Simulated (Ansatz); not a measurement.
# C₃H₇NOS: one species, many methods

One table from this session's results is given with a row withheld; the runs are named, their logs left out.

Method: functionals in def2-TZVPP, the program's frozen cores in correlated methods; program: Ansatz 0.2.0, Gaussian basis.

The runs, in order: PBE-D4, r2SCAN-D4, PBE0-D4, B3LYP-D4, ωB97X-V, ωB97M-V, B2PLYP; CCSD(T)/def2-TZVPP; MP2/def2-QZVPP; extrapolation to the limit.

## Structure used throughout

All runs share one geometry, relaxed beforehand with PBE0-D4 in a triple-zeta def2 set.

13 atoms, charge 0, spin multiplicity 1.

Atoms are counted from 1 here; the program's logs count them from 0.

Bond lengths: N1–C2 1.439 Å, N1–H7 1.014 Å, N1–H8 1.013 Å, C2–S3 1.819 Å, C2–C4 1.540 Å, C2–H9 1.093 Å, S3–H10 1.342 Å, C4–C5 1.504 Å, C4–H11 1.093 Å, C4–H12 1.095 Å, C5–O6 1.201 Å, C5–H13 1.109 Å. Angles: C2–N1–H7 111.0°, C2–N1–H8 111.0°, H7–N1–H8 108.7°, N1–C2–S3 109.7°, N1–C2–C4 115.5°, N1–C2–H9 108.1°, S3–C2–C4 107.3°, S3–C2–H9 108.1°, C4–C2–H9 107.7°, C2–S3–H10 95.4°, C2–C4–C5 111.3°, C2–C4–H11 108.0°, C2–C4–H12 109.3°, C5–C4–H11 108.3°, C5–C4–H12 110.5°, H11–C4–H12 109.4°, C4–C5–O6 123.0°, C4–C5–H13 116.3° and more.

The first run:

in.yaml reads:

```yaml
crystal:
  periodic: [false, false, false]
  atoms:
    - {symbol: N, position_ang: [0.314559, -1.586062, -0.958618]}
    - {symbol: C, position_ang: [0.414364, -0.471446, -0.054586]}
    - {symbol: S, position_ang: [1.768848, 0.624863, -0.577636]}
    - {symbol: C, position_ang: [-0.852714, 0.395003, 0.074095]}
    - {symbol: C, position_ang: [-0.693636, 1.439105, 1.145264]}
    - {symbol: O, position_ang: [-0.992943, 1.249678, 2.292786]}
    - {symbol: H, position_ang: [-0.405843, -2.233423, -0.658572]}
    - {symbol: H, position_ang: [0.099437, -1.273037, -1.897906]}
    - {symbol: H, position_ang: [0.654470, -0.859217, 0.938432]}
    - {symbol: H, position_ang: [2.712082, -0.329887, -0.579570]}
    - {symbol: H, position_ang: [-1.681591, -0.259829, 0.353232]}
    - {symbol: H, position_ang: [-1.068490, 0.864939, -0.890906]}
    - {symbol: H, position_ang: [-0.248243, 2.404614, 0.828885]}
basis:
  gaussian: {orbitals: def2-TZVPP}
hamiltonian: {xc: pbe, dispersion: d4}
output: {forces: true, orbitals: {seedname: orbitals}}
```

Started as:

```
$ ansatz run in.yaml --threads 2 --pin off --events-out ev --progress --plain --max-ram 22528MiB --backend cuda --devices 0, --max-vram 18GiB
```

Steps of the session up to this table: PBE-D4 (GGA); r2SCAN-D4 (meta-GGA); PBE0-D4 (hybrid); B3LYP-D4 (hybrid); ωB97X-V (range-separated); ωB97M-V (range-separated); B2PLYP (double hybrid); CCSD(T) in def2-TZVPP; MP2 in def2-QZVPP.

One of the session's tables, all rows but one given; the rest of the session is left out.

| method | atomisation energy (kcal/mol) |
| --- | --- |
| PBE-D4 | 1234.6 |
| r2SCAN-D4 | 1197.5 |
| PBE0-D4 | 1203.9 |
| B3LYP-D4 | 1196.3 |
| ωB97X-V | 1200.3 |
| ωB97M-V | 1201.9 |
| B2PLYP | 1182.1 |
| HF/def2-TZVPP | 827.0 |
| MP2/def2-TZVPP | ? |
| CCSD/def2-TZVPP | 1138.6 |
| CCSD(T)/def2-TZVPP | 1160.7 |
| MP2/CBS | 1218.7 |
| CCSD(T)/CBS | 1194.9 |

Estimate the missing values for MP2/def2-TZVPP.

The run gave: atomisation energy (kcal/mol): 1184.4. In the column «atomisation energy (kcal/mol)» it lies between B2PLYP (1182.1) and CCSD(T)/CBS (1194.9).
